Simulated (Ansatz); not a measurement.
Reaction (SMILES): Cl (HCl) → [Cl-] + H+
B3LYP-D3(BJ)/def2-TZVP geometries, fixed; electronic energies without zero-point terms.

Basis-set convergence of the deprotonation energy at r2SCAN with Ansatz (a program for electronic structure). Cartesian d functions, on some or all atoms, in 6-31G*, 6-31+G*, 6-311G**, 6-311+G**; all else is spherical. The program fits the integrals of some runs and decomposes those of others, by size. No added dispersion term, no relativity. Functions are those of the species that has most. Reference: the value in aug-cc-pV(5+d)Z, 336.94 kcal/mol, itself unsure by roughly 0.06 kcal/mol (its mean distance from aug-pcseg-3, aug-cc-pV(Q+d)Z, def2-QZVPPD). Deviations are taken from unrounded values.

| basis | functions | deprotonation energy (kcal/mol) |
|---|---|---|
| 6-31G* | 21 | 338.80 |
| 6-31+G* | 25 | 328.74 |
| def2-SVP | 23 | 358.79 |
| def2-SVPD | 35 | 332.82 |
| pcseg-1 | 23 | 336.03 |
| aug-pcseg-1 | 36 | 332.34 |
| cc-pV(D+d)Z | 28 | 347.83 |
| aug-cc-pV(D+d)Z | 41 | 334.32 |
| 6-311G** | 33 | 334.84 |
| 6-311+G** | 37 | 333.76 |
| def2-TZVP | 43 | 342.47 |
| def2-TZVPD | 55 | 336.09 |
| pcseg-2 | 48 | 340.50 |
| aug-pcseg-2 | 73 | 336.29 |
| cc-pV(T+d)Z | 53 | 342.76 |
| aug-cc-pV(T+d)Z | 78 | 336.60 |
| def2-TZVPP | 56 | 343.18 |
| def2-TZVPPD | 68 | 336.62 |
| cc-pV(Q+d)Z | 94 | 339.81 |
| aug-cc-pV(Q+d)Z | 135 | 336.87 |
| pcseg-3 | 97 | 337.84 |
| aug-pcseg-3 | 138 | 336.91 |
| def2-QZVPP | 100 | 338.67 |
| def2-QZVPPD | 112 | 336.89 |
| cc-pV(5+d)Z | 155 | 338.70 |
| aug-cc-pV(5+d)Z | 216 | 336.94 |

What the diffuse functions change, pair by pair:
- 6-31G* to 6-31+G*: 4 more functions, deviation 1.86 to -8.20 kcal/mol
- def2-SVP to def2-SVPD: 12 more functions, deviation 21.85 to -4.12 kcal/mol
- pcseg-1 to aug-pcseg-1: 13 more functions, deviation -0.91 to -4.60 kcal/mol
- cc-pV(D+d)Z to aug-cc-pV(D+d)Z: 13 more functions, deviation 10.88 to -2.62 kcal/mol
- 6-311G** to 6-311+G**: 4 more functions, deviation -2.10 to -3.18 kcal/mol
- def2-TZVP to def2-TZVPD: 12 more functions, deviation 5.53 to -0.85 kcal/mol
- pcseg-2 to aug-pcseg-2: 25 more functions, deviation 3.56 to -0.65 kcal/mol
- cc-pV(T+d)Z to aug-cc-pV(T+d)Z: 25 more functions, deviation 5.81 to -0.34 kcal/mol
- def2-TZVPP to def2-TZVPPD: 12 more functions, deviation 6.24 to -0.32 kcal/mol
- cc-pV(Q+d)Z to aug-cc-pV(Q+d)Z: 41 more functions, deviation 2.87 to -0.08 kcal/mol
- pcseg-3 to aug-pcseg-3: 41 more functions, deviation 0.90 to -0.04 kcal/mol
- def2-QZVPP to def2-QZVPPD: 12 more functions, deviation 1.73 to -0.06 kcal/mol
- cc-pV(5+d)Z to aug-cc-pV(5+d)Z: 61 more functions, deviation 1.76 to 0.00 kcal/mol

Leaving out the reference's own pair, they bring the value nearer the reference by more than 0.06 kcal/mol in 9 of 12 pairs.
